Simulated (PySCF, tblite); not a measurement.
**C4H7F: infrared bands, NMR shifts and spin-spin couplings**

Aim: predict the infrared bands, NMR shifts and spin-spin couplings of C4H7F (`CC/C=C/F`).

The runs use tblite 0.8.0 and PySCF 2.14.0, with density-fitted response routines of our own; the level of theory stands in each step. All values are computed, except where a source is named. Atoms are numbered from 0 throughout.

## Step 1: Starting geometry

12 atoms, charge 0, multiplicity 1; geometry from: GFN2-xTB.

Bonds of the start (Å): C0–C1 1.53, C1–C2 1.49, C2–C3 1.32, C3–F4 1.35, C0–H5 1.09, C0–H6 1.09, C0–H7 1.09, C1–H8 1.09, C1–H9 1.09, C2–H10 1.08, C3–H11 1.08.

## Step 2: Infrared spectrum with GFN2-xTB

Job settings and geometry (Å):

```
{"job": {"kind": "ir", "xc": "GFN2-xTB", "basis": "xTB"}, "charge": 0, "multiplicity": 1}
C     -1.584153     0.145570    -0.363870
C     -0.384332     0.372165     0.555683
C      0.739879    -0.547615     0.209292
C      1.923935    -0.131562    -0.191746
F      2.913788    -0.990109    -0.502964
H     -2.402454     0.806028    -0.087765
H     -1.312243     0.344860    -1.397527
H     -1.930650    -0.882591    -0.292055
H     -0.689226     0.184882     1.588631
H     -0.051170     1.408624     0.481791
H      0.544411    -1.608087     0.281850
H      2.233413     0.897149    -0.307347
```

**Question.** This job is followed by: GIAO PBE0/pcSseg-1 NMR shielding, non-relativistic, gas phase; B3LYP/pcJ-1 indirect spin-spin coupling, non-relativistic, gas phase. What will the session give for the following? strongest single infrared mode (GFN2-xTB); zero-point energy (GFN2-xTB); 13C shifts against TMS (PBE0/pcSseg-1); 1H shifts against TMS (PBE0/pcSseg-1, means over atoms taken as alike); 19F shifts against CFCl3 (PBE0/pcSseg-1); largest coupling of the table (B3LYP/pcJ-1).

As calculated:

| quantity | value |
| --- | --- |
| strongest single infrared mode (GFN2-xTB) | 1113 cm⁻¹, 138 km/mol |
| zero-point energy (GFN2-xTB) | 62.2 kcal/mol |
| 13C shifts against TMS (PBE0/pcSseg-1) | 158.2, 120.7, 24.3, 18.2 ppm |
| 1H shifts against TMS (PBE0/pcSseg-1, means over atoms taken as alike) | 6.86, 5.64, 1.98, 1.08 ppm |
| 19F shifts against CFCl3 (PBE0/pcSseg-1) | -126.3 ppm |
| largest coupling of the table (B3LYP/pcJ-1) | 1J(C,F) C3–F4, -325.9 Hz |

What this shows: No mode is imaginary among the 30: a minimum at this level. The strongest single mode, at 1113 cm⁻¹, is carried by C3, F4, H11. Unscaled tight-binding wavenumbers are off by several per cent, some by more. Its intensities can rank the bands wrongly. At PBE0/pcSseg-1: The widest tensor belongs to C2: span 185 ppm, with a paramagnetic part of -191 ppm. Of the pairs tabulated at B3LYP/pcJ-1, C3–F4 couples most strongly (-325.9 Hz; Fermi contact -319.7 Hz). Couplings across rotatable bonds belong to this one conformer; where others are populated, the observed values are averages.
